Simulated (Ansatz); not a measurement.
`ClC1=NCCO1` + H₂ → `C1=NCCO1` + HCl at 600 K and 1 bar (hydrogenolysis of a C–Cl bond).

Calculated with Ansatz (gas phase, PBE0-D4/def2-TZVP geometries, no zero-point term in ΔE). CCSD(T)/CBS adds triple-zeta CCSD(T) − MP2 to the extrapolated MP2 energy (def2 sets, frozen cores). This one scheme is used for every species.

| species | CCSD(T)/CBS energy (Eh) | H − E (kJ/mol) | S (J/(mol·K)) |
| --- | --- | --- | --- |
| `ClC1=NCCO1` | -706.18546 | 241.9 | 399.8 |
| H₂ | -1.17544 | 43.9 | 150.8 |
| `C1=NCCO1` | -247.01135 | 259.7 | 355.9 |
| HCl | -460.38127 | 35.4 | 207.2 |

H − E and S are ideal-gas, rigid-rotor, harmonic terms from PBE0-D4/def2-TZVP. For small species the MP2-based limit differs from directly extrapolated CCSD(T) by up to some mEh (0.8 for H₂); such offsets cancel only in part. 1 Eh = 2625.50 kJ/mol, R = 8.31446 J/(mol·K).

Problem. By hand: ΔE, ΔH, ΔS and ΔG.

Solution. ΔE = (-247.01135) + (-460.38127) − (-706.18546) − (-1.17544) = -0.03172 Eh = -83.3 kJ/mol. Δ(H − E) = 259.7 + 35.4 − 241.9 − 43.9 = 9.3, so ΔH = -74.0 kJ/mol. ΔS = 355.9 + 207.2 − 399.8 − 150.8 = 12.5 J/(mol·K). ΔG = -74.0 − 600 × (12.5)/1000 = -81.5 kJ/mol.

Problem. By hand: the equilibrium constant, and the temperature at which ΔG would vanish if ΔH and ΔS stayed fixed.

Solution. log₁₀ K = −ΔG/(RT ln 10) = 7.1. ΔH and −TΔS have one sign here, so there is no such temperature.

The number of gas molecules stays the same, so ΔS is small and ΔH decides. A doubt of 5 kJ/mol in ΔE shifts log₁₀ K by 0.4 here. Modes under 60 cm⁻¹, often nearly free rotors, make the harmonic entropy too high. These are equilibria of isolated gas molecules and say nothing of rates. Largest T1 diagnostic: 0.014 (customary marks: 0.02 for closed shells, 0.045 for open ones).
